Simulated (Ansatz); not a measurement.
Molecular dynamics of C$_{2}$H$_{2}$F

Input file:

```yaml
crystal:
  periodic: [false, false, false]
  atoms:
    - { symbol: C, position_ang: [0.039147, -0.640952, 0.256391] }
    - { symbol: C, position_ang: [-0.063131, 0.562455, -0.221702] }
    - { symbol: F, position_ang: [0.561483, 1.434578, -1.030329] }
    - { symbol: H, position_ang: [0.507248, -1.625831, 0.39349] }
    - { symbol: H, position_ang: [-0.994847, 0.19615, 0.560849] }
magnetization:
  spin_polarized: true
  initial_magnetization: 1
basis:
  gaussian: { orbitals: def2-SVP }
hamiltonian:
  xc: pbe
  dispersion: d4
md:
  timestep: 0.5
  n_steps: 200
  ensemble: nve
  temperature: 300.0
  initial_velocities: maxwell_boltzmann
  seed: 12056
```

Run as:

```bash
$ ansatz run input.yaml --threads 1 --pin off --max-ram 2048MiB --backend cpu --events-out ev --progress --plain --runs-dir out
```

It starts at the highest image of a converged band, a first-order saddle point between two minima.

Output, in part (step lines, the closing report, with atoms numbered from 0):

```
md step     0: t =     0.00 fs  T =   300.0 K  F+E_penalty+E_count = -4809.15097274 eV  E_kin = 0.116334 eV  conserved = -4809.03463874 eV  (28 SCF iters)
md step     1: t =     0.50 fs  T =   296.6 K  F+E_penalty+E_count = -4809.14962632 eV  E_kin = 0.115013 eV  conserved = -4809.03461285 eV  (34 SCF iters)
md step     2: t =     1.00 fs  T =   287.6 K  F+E_penalty+E_count = -4809.14606132 eV  E_kin = 0.111538 eV  conserved = -4809.03452345 eV  (33 SCF iters)
md step     3: t =     1.50 fs  T =   276.8 K  F+E_penalty+E_count = -4809.14171226 eV  E_kin = 0.107322 eV  conserved = -4809.03439031 eV  (33 SCF iters)
md step     4: t =     2.00 fs  T =   269.3 K  F+E_penalty+E_count = -4809.13869089 eV  E_kin = 0.104444 eV  conserved = -4809.03424706 eV  (34 SCF iters)
md step     5: t =     2.50 fs  T =   271.1 K  F+E_penalty+E_count = -4809.13926537 eV  E_kin = 0.105137 eV  conserved = -4809.03412798 eV  (34 SCF iters)
md step     6: t =     3.00 fs  T =   287.0 K  F+E_penalty+E_count = -4809.14533777 eV  E_kin = 0.111286 eV  conserved = -4809.03405180 eV  (34 SCF iters)
md step     7: t =     3.50 fs  T =   320.2 K  F+E_penalty+E_count = -4809.15816153 eV  E_kin = 0.124149 eV  conserved = -4809.03401250 eV  (34 SCF iters)
[... lines left out ...]
Total energy: -4809.80090520 eV, -176.7569230659 hartree
Atom 0 at    -0.074267    -0.648040     0.403175 Å, force     3.563833     1.829756    -4.624702 eV/Å
Atom 1 at    -0.135247     0.619850    -0.313580 Å, force    -0.213836    -2.498153     2.567891 eV/Å
Atom 2 at     0.642400     1.476247    -1.070972 Å, force    -1.029708    -2.625359     1.402817 eV/Å
Atom 3 at     0.766951    -1.436507     0.001692 Å, force    -0.927376     1.982141     0.447048 eV/Å
Atom 4 at    -0.568934    -1.377976     1.064433 Å, force    -1.392913     1.311615     0.206946 eV/Å
Dipole moment:     0.026784    -0.262325     0.074985 e Å
```

The steps, from the saved trajectory:

```json
{"time (fs)": "0.0", "T (K)": "300", "potential energy less start (eV)": "0.000", "conserved less start (meV/atom)": "0.00"}
{"time (fs)": "3.0", "T (K)": "287", "potential energy less start (eV)": "0.006", "conserved less start (meV/atom)": "0.12"}
{"time (fs)": "6.0", "T (K)": "826", "potential energy less start (eV)": "-0.203", "conserved less start (meV/atom)": "0.23"}
{"time (fs)": "9.0", "T (K)": "2727", "potential energy less start (eV)": "-0.942", "conserved less start (meV/atom)": "-0.12"}
{"time (fs)": "12.0", "T (K)": "4203", "potential energy less start (eV)": "-1.517", "conserved less start (meV/atom)": "-0.61"}
{"time (fs)": "15.0", "T (K)": "3098", "potential energy less start (eV)": "-1.086", "conserved less start (meV/atom)": "-0.11"}
{"time (fs)": "18.0", "T (K)": "2349", "potential energy less start (eV)": "-0.794", "conserved less start (meV/atom)": "0.04"}
{"time (fs)": "21.0", "T (K)": "2602", "potential energy less start (eV)": "-0.896", "conserved less start (meV/atom)": "-0.56"}
{"time (fs)": "24.0", "T (K)": "2822", "potential energy less start (eV)": "-0.981", "conserved less start (meV/atom)": "-0.53"}
{"time (fs)": "27.0", "T (K)": "2829", "potential energy less start (eV)": "-0.980", "conserved less start (meV/atom)": "0.10"}
{"time (fs)": "30.0", "T (K)": "3816", "potential energy less start (eV)": "-1.366", "conserved less start (meV/atom)": "-0.46"}
{"time (fs)": "33.0", "T (K)": "3682", "potential energy less start (eV)": "-1.311", "conserved less start (meV/atom)": "0.14"}
{"time (fs)": "36.0", "T (K)": "3640", "potential energy less start (eV)": "-1.298", "conserved less start (meV/atom)": "-0.56"}
{"time (fs)": "39.0", "T (K)": "2537", "potential energy less start (eV)": "-0.868", "conserved less start (meV/atom)": "-0.04"}
{"time (fs)": "42.0", "T (K)": "1843", "potential energy less start (eV)": "-0.601", "conserved less start (meV/atom)": "-0.47"}
{"time (fs)": "45.0", "T (K)": "928", "potential energy less start (eV)": "-0.242", "conserved less start (meV/atom)": "0.29"}
{"time (fs)": "48.0", "T (K)": "2545", "potential energy less start (eV)": "-0.872", "conserved less start (meV/atom)": "-0.21"}
{"time (fs)": "51.0", "T (K)": "4106", "potential energy less start (eV)": "-1.479", "conserved less start (meV/atom)": "-0.64"}
{"time (fs)": "54.0", "T (K)": "3432", "potential energy less start (eV)": "-1.215", "conserved less start (meV/atom)": "-0.02"}
{"time (fs)": "57.0", "T (K)": "2855", "potential energy less start (eV)": "-0.993", "conserved less start (meV/atom)": "-0.51"}
{"time (fs)": "60.0", "T (K)": "2867", "potential energy less start (eV)": "-0.996", "conserved less start (meV/atom)": "-0.18"}
{"time (fs)": "63.0", "T (K)": "3255", "potential energy less start (eV)": "-1.148", "conserved less start (meV/atom)": "-0.48"}
{"time (fs)": "66.0", "T (K)": "2489", "potential energy less start (eV)": "-0.849", "conserved less start (meV/atom)": "-0.05"}
{"time (fs)": "69.0", "T (K)": "3022", "potential energy less start (eV)": "-1.058", "conserved less start (meV/atom)": "-0.38"}
{"time (fs)": "72.0", "T (K)": "2964", "potential energy less start (eV)": "-1.032", "conserved less start (meV/atom)": "0.30"}
{"time (fs)": "75.0", "T (K)": "3830", "potential energy less start (eV)": "-1.373", "conserved less start (meV/atom)": "-0.78"}
{"time (fs)": "78.0", "T (K)": "2373", "potential energy less start (eV)": "-0.804", "conserved less start (meV/atom)": "0.01"}
{"time (fs)": "81.0", "T (K)": "1781", "potential energy less start (eV)": "-0.576", "conserved less start (meV/atom)": "-0.42"}
{"time (fs)": "84.0", "T (K)": "1149", "potential energy less start (eV)": "-0.329", "conserved less start (meV/atom)": "0.03"}
{"time (fs)": "87.0", "T (K)": "1972", "potential energy less start (eV)": "-0.648", "conserved less start (meV/atom)": "0.00"}
{"time (fs)": "90.0", "T (K)": "3947", "potential energy less start (eV)": "-1.417", "conserved less start (meV/atom)": "-0.64"}
{"time (fs)": "93.0", "T (K)": "3856", "potential energy less start (eV)": "-1.381", "conserved less start (meV/atom)": "-0.42"}
{"time (fs)": "96.0", "T (K)": "2658", "potential energy less start (eV)": "-0.916", "conserved less start (meV/atom)": "-0.25"}
{"time (fs)": "99.0", "T (K)": "1878", "potential energy less start (eV)": "-0.611", "conserved less start (meV/atom)": "0.13"}
```

The run went to its last step. The conserved energy stayed within 0.87 meV per atom of its start (net change 0.071 meV per atom), so the integration is sound. The system heated up, since it started high on the potential surface and ran downhill. A run of 0.1 ps of so small a system gives no equilibrium averages.

The step under study would form C1–H5 and break C2–H5. These pairs go: C1–H5 1.36 → 1.10 Å, C2–H5 1.27 → 2.47 Å. In the last frame they stand as after the step (other bonds may differ from the relaxed reactants and products). It ends as one piece, C2H2F. Pairs count as bonded within 1.25 times the sum of covalent radii (0.12 Å more for H–H).

Last frame:

```xyz
5
Properties=species:S:1:pos:R:3
C -0.074 -0.648 0.403
C -0.135 0.620 -0.314
F 0.642 1.476 -1.071
H 0.767 -1.437 0.002
H -0.569 -1.378 1.064
```

Run time: 4.3 min on 1 thread of Arm Neoverse V1, on a shared host, peak memory 0.11 GiB.
